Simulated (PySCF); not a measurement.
Gas-phase reaction: trisilylamine + N2 + 3 NH3 → 3 SiH2(NH2)2

Energies from PySCF, thermal terms from the rigid-rotor harmonic-oscillator model, ideal gas at 1 bar. † marks an energy on the PBE0/def2-TZVP geometry and frequencies. All species are closed-shell singlets. SiH2(NH2)2: computed as isolated molecules; such fragments, hydroxides, amides, oligomers or adducts are transient or little studied in the gas.

ωB97X-V/def2-TZVP† gives ΔH°(298 K) = -240 kJ.

Question: What do PBE/def2-TZVP†, LDA/def2-TZVP†, M06-2X/def2-TZVP† give?

Answer: PBE/def2-TZVP†: -243 kJ; LDA/def2-TZVP†: -361 kJ; M06-2X/def2-TZVP†: -261 kJ. For scale, ΔH°(298 K) is -240 kJ at this level, -246 kJ at ωB97M-V/def2-TZVP†, and runs from -361 to -134 kJ over the 17 levels computed.
